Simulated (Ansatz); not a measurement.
# C2H6Al radical: small, medium and large basis sets

One table from this session's results is given with a row withheld; the runs are named, their logs left out.

The runs use Ansatz 0.2.0, Gaussian basis; one geometry, several basis sets.

Levels to be run: PBE0-D4/def2-SVP; ωB97M-V/def2-SVP; PBE0-D4/def2-QZVPP; ωB97M-V/def2-QZVPP; CCSD(T)/cc-pV(D+d)Z; CCSD(T)/cc-pV(T+d)Z; CCSD(T)/cc-pV(Q+d)Z; the functionals' def2-TZVPP values are taken from earlier runs.

## The geometry

An earlier PBE0-D4 in a triple-zeta def2 set relaxation fixed the geometry.

SMILES `C[CH2][AlH]`, 9 atoms, charge 0, spin multiplicity 2.

Atoms are counted from 1 here; the program's logs count them from 0.

Bond lengths: C1–C2 1.528 Å, C1–H4 1.093 Å, C1–H5 1.095 Å, C1–H6 1.093 Å, C2–Al3 1.978 Å, C2–H7 1.097 Å, C2–H8 1.098 Å, Al3–H9 1.612 Å. Angles: C2–C1–H4 111.7°, C2–C1–H5 112.0°, C2–C1–H6 111.7°, H4–C1–H5 107.2°, H4–C1–H6 106.7°, H5–C1–H6 107.2°, C1–C2–Al3 114.6°, C1–C2–H7 110.9°, C1–C2–H8 110.8°, Al3–C2–H7 108.0°, Al3–C2–H8 107.4°, H7–C2–H8 104.6°, C2–Al3–H9 117.9°.

The first run:

in.yaml

```yaml
crystal:
  periodic: [false, false, false]
  atoms:
    - {symbol: C, position_ang: [-0.490130, 0.611037, -0.561229]}
    - {symbol: C, position_ang: [0.645145, -0.367693, -0.265242]}
    - {symbol: Al, position_ang: [0.594608, -1.165427, 1.544231]}
    - {symbol: H, position_ang: [-1.469099, 0.130647, -0.483488]}
    - {symbol: H, position_ang: [-0.415677, 1.032456, -1.569351]}
    - {symbol: H, position_ang: [-0.494883, 1.449087, 0.140685]}
    - {symbol: H, position_ang: [0.657384, -1.186172, -0.995897]}
    - {symbol: H, position_ang: [1.621465, 0.121050, -0.380966]}
    - {symbol: H, position_ang: [-0.560214, -0.671285, 2.554160]}
basis:
  gaussian: {orbitals: def2-SVP}
magnetization: {spin_polarized: true, initial_magnetization: 1}
hamiltonian: {xc: pbe0, dispersion: d4}
output: {orbitals: {seedname: orbitals}}
```

Launch:

```sh
$ ansatz run in.yaml --threads 2 --pin off --events-out ev --progress --plain --max-ram 32768MiB --backend cpu
```

Among the steps run: PBE0-D4 in def2-SVP; ωB97M-V in def2-SVP; PBE0-D4 in def2-QZVPP; ωB97M-V in def2-QZVPP.

One table of the session follows, with a row left open; its other results are not shown here.

```
functional       basis  HOMO (eV)  LUMO (eV)
   PBE0-D4    def2-SVP      -5.19      -1.89
   PBE0-D4  def2-TZVPP          ?          ?
   PBE0-D4  def2-QZVPP      -5.22      -1.92
   ωB97M-V    def2-SVP      -6.80      -0.39
   ωB97M-V  def2-TZVPP      -6.82      -0.40
   ωB97M-V  def2-QZVPP      -6.86      -0.52
```

Q: Estimate the row for PBE0-D4, def2-TZVPP from the others.

As computed: HOMO (eV): -5.21; LUMO (eV): -1.90. In the column «HOMO (eV)» it lies between PBE0-D4, def2-QZVPP (-5.22) and PBE0-D4, def2-SVP (-5.19).
